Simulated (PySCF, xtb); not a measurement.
Bonds broken one at a time in the series Ga Cl-CH3. Gas-phase values, no solvent. Strings in code marks are SMILES.

Quantity: homolytic bond dissociation enthalpy at 298 K (no spin–orbit term), in eV. Enthalpy corrections at 298 K come from GFN2-xTB frequencies (xtb).

Case: C–Ga bond of `[CH3][Ga]([CH3])[Cl]`, giving `[CH3]` and `[CH3][Ga][Cl]`. Geometry of `[CH3][Ga]([CH3])[Cl]` (neutral, multiplicity 1, Å):

```xyz
10

C      1.8005    -0.2029    -0.1223
Ga    -0.0155     0.3765     0.3125
C     -1.7806    -0.2531    -0.2446
Cl    -0.0879     2.0640     1.6802
H      2.2850     0.5629    -0.7338
H      2.3847    -0.3077     0.7939
H      1.8118    -1.1464    -0.6698
H     -2.3561     0.5818    -0.6498
H     -2.3222    -0.6304     0.6265
H     -1.7196    -1.0446    -0.9927
```

Question: What is the computed homolytic bond dissociation enthalpy at 298 K (no spin–orbit term) (B3LYP-D3(BJ)/def2-TZVP // PBE0-D4/def2-TZVP (PySCF))?

Answer: 3.06 eV.
